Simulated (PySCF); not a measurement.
difluorochloromethane, CHClF₂, SMILES FC(F)Cl, point group Cs.

Level: PBE0/pcSseg-1 in PySCF (density fitting, grid level 2); geometry and Hessian at that level, cubic constants and property derivatives from steps of ±0.6 along each species' dimensionless normal coordinates, second-order vibrational perturbation theory. The parent has the commonest isotopes.

Equilibrium geometry (Å):

```
atom        x        y        z
  F1  -0.4646   1.2114  -0.3868
  C2  -0.0884   0.0087   0.0511
  F3  -0.7690  -0.9184  -0.6250
 Cl4   1.6484  -0.2086  -0.2281
  H5  -0.2920  -0.0817   1.1202
```

An isotope shift is δ(isotopologue) − δ(parent), that is, the negative of the change in the averaged GIAO shielding; n counts bonds from the nearest label (0: the labelled atom itself). These are computed values; those of heavy atoms are rounded to 5 ppb, about the numerical noise. One-bond deuterium shifts of ¹³C at such levels come out too large, by a quarter to a half.

Question: What isotope shifts arise with ²H at 5?

Answer: 
```tsv
nucleus	n	0 K (ppb)	200 K (ppb)
H5	0	-140	-139
C2	1	-290	-285
F1	2	-925	-915
F3	2	-925	-915
Cl4	2	-2155	-2130
```

Question: What isotope shifts arise with ¹³C at 2?

Answer: 
```
nucleus  n  0 K (ppb)  200 K (ppb)
     C2  0        -35          -35
     F1  1       -165         -160
     F3  1       -160         -160
    Cl4  1       -255         -240
     H5  1         -3           -3
```

Question: What isotope shifts arise with ³⁷Cl at 4, ²H at 5?

Answer: 
```tsv
nucleus	n	0 K (ppb)	200 K (ppb)
Cl4	0	-2245	-2200
H5	0	-140	-139
C2	1	-295	-290
F1	2	-940	-930
F3	2	-940	-925
```
